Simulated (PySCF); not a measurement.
benzene (C6H6), SMILES c1ccccc1.

Geometry: TPSSh-D3(BJ)/def2-SVP.

All values below come from PBE0/def2-TZVP (PySCF).

Symmetry labels are those of the subgroup D2h that the program uses (full group D6h).

Computed valence orbital energies around the gap with their symmetry:
```tsv
orbital	symmetry	energy (eV)
HOMO−7	B2u	-12.55
HOMO−6	B2u	-11.81
HOMO−5	B3u	-11.81
HOMO−4	B1u	-10.43
HOMO−3	B1g	-9.68
HOMO−2	Ag	-9.68
HOMO−1	B2g	-7.26
HOMO	B3g	-7.26
LUMO	Au	-0.25
LUMO+1	B1u	-0.25
LUMO+2	Ag	1.50
LUMO+3	B2u	2.41
```
